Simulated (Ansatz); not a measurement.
Ideal-gas functions of HNaS, SMILES `[Na][SH]` at 600 K and 1 bar, from an Ansatz frequency run at PBE0-D4/def2-TZVP.

Molar mass 56.07 g/mol, point group Cs (symmetry number 1), electronic degeneracy 1, moments of inertia 1.756, 83.296, 85.052 u Å². Harmonic wavenumbers (cm⁻¹, unscaled): 331, 388, 2695.

Use S(trans) = R[1.5 ln M + 2.5 ln T − 1.1517]; rotational temperatures θ = 24.2544 K / I; S(rot) = R[ln(√π/σ · √(T³/θAθBθC)) + 1.5]; for each mode x = 1.438777 ν̃/T, S = R[x/(eˣ − 1) − ln(1 − e⁻ˣ)] and H = RT x/(eˣ − 1); 1 cm⁻¹ = 0.0119627 kJ/mol; R = 8.31446 J/(mol·K).

Problem. By hand: the entropy, in J/(mol·K).

Solution. Translation 173.6. Rotation: θ = 13.8123, 0.2912, 0.2852 K, giving 96.4. Vibration, mode by mode: 10.45, 9.21, 0.10, in all 19.8. Electronic 0.0. Sum 289.8 J/(mol·K).

Problem. By hand: H − E and G − E in kJ/mol, counted from the electronic energy.

Solution. Zero-point energy ½ × 3414 × 0.0119627 = 20.4; thermal vibration 6.3; translation, rotation and pV give 4 RT = 20.0. H − E = 46.7 kJ/mol, and G − E = 46.7 − 600 × 289.8/1000 = -127.2 kJ/mol.

Vibration gives 7 % of the entropy.
